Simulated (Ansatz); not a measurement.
Which is lower?

Two relaxed structures of AlBH2S, singlet (PBE0-D4/def2-TZVP; forces vanish, vibrations not checked).

A:

Al1  (0.926, -0.698, 0.650)
B2  (-0.551, 0.415, -0.387)
S3  (2.325, -1.751, 1.632)
H4  (-1.458, -0.135, -0.934)
H5  (-0.495, 1.606, -0.437)
(Å)

B:

```
5
angstrom
Al -0.5957 0.4481 -0.4182
B 0.8704 -0.6571 0.6103
S 1.9918 -1.4993 1.3983
H -1.7827 -0.3174 -1.1309
H -0.4838 2.0257 -0.4595
```

Program: Ansatz 0.2.0. Basis: def2-TZVPP. Cores are frozen in the correlated methods. B3LYP uses VWN-RPA correlation.

Question: Which structure is lower at CCSD(T), and by how much? (To be estimated.)

Answer: The calculation gives: B, by 51.1 kJ/mol (electronic energy, against the other). By their contacts, A is AlBH₂S ([BH2][Al][S]) and B is AlBH₂S ([AlH2][B][S]).

All methods give the same order:

| method | E(B) − E(A) (kJ/mol) |
| --- | --- |
| PBE-D4 | -34.5 |
| r2SCAN-D4 | -37.3 |
| PBE0-D4 | -35.5 |
| B3LYP-D4 | -39.1 |
| wB97M-V | -44.9 |
| HF | -39.6 |
| MP2 | -51.9 |
| CCSD | -48.2 |
| CCSD(T) | -51.1 |

The T1 diagnostic stays at or below 0.021.

Labels in which every atom is bracketed show which atoms are joined, not bond orders.

For scale, one of the runs: CCSD(T)/def2-TZVPP, 143 basis functions, launched by `ansatz run in.yaml --threads 2 --pin off --events-out ev --progress --plain --max-ram 4352MiB`. The run took 8.5 s on 2 CPU threads of an Arm Neoverse V1 (shared host), with 0.73 GiB of host memory at its peak.
